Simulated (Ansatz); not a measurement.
# CH5ClSi: the cost of one run

Method: RKS B3LYP/def2-SVPD, in Ansatz 0.2.0.

## 1. The system as given

Bond lengths: Si1–C2 1.870 Å, C2–H3 1.110 Å, C2–H4 1.110 Å, C2–H5 1.110 Å, Si1–Cl6 2.130 Å, Si1–H7 1.459 Å, Si1–H8 1.459 Å. Angles: Si1–C2–H3 109.5°, Si1–C2–H4 109.5°, Si1–C2–H5 109.5°, H3–C2–H4 109.4°, H3–C2–H5 109.4°, H4–C2–H5 109.4°, C2–Si1–Cl6 109.4°, C2–Si1–H7 109.5°, C2–Si1–H8 109.5°, Cl6–Si1–H7 109.5°, Cl6–Si1–H8 109.5°, H7–Si1–H8 109.5°.

Coordinates:

```xyz
8

Si    0.0000    0.0000    0.0000
C     0.0000    0.0000    1.8700
H    -0.9996   -0.3092    2.2405
H     0.7676   -0.7111    2.2405
H     0.2320    1.0203    2.2405
Cl    2.0086    0.0000   -0.7093
H    -0.6877    1.1914   -0.4862
H    -0.6877   -1.1914   -0.4862
```

## 2. Relaxing the start

input.yaml

```yaml
crystal:
  periodic: [false, false, false]
  atoms:
    - { symbol: Si, position_ang: [0.0, 0.0, 0.0] }
    - { symbol: C, position_ang: [0.0, 0.0, 1.87] }
    - { symbol: H, position_ang: [-0.9996, -0.3092, 2.2405] }
    - { symbol: H, position_ang: [0.7676, -0.7111, 2.2405] }
    - { symbol: H, position_ang: [0.232, 1.0203, 2.2405] }
    - { symbol: Cl, position_ang: [2.0086, 0.0, -0.7093] }
    - { symbol: H, position_ang: [-0.6877, 1.1914, -0.4862] }
    - { symbol: H, position_ang: [-0.6877, -1.1914, -0.4862] }
basis:
  gaussian: { orbitals: def2-SVPD }
hamiltonian:
  xc: b3lyp
relax:
  f_tol: 0.02
  max_steps: 40
output:
  orbitals: {}
```

Run with:

```
> ansatz run input.yaml --threads 2 --pin off --max-ram 3072MiB --backend cpu --events-out ev --progress --plain --runs-dir out
```

What time and memory should one allow on 2 threads of Arm Neoverse V1, shared host?

About 16 s, with a peak of 0.23 GiB.
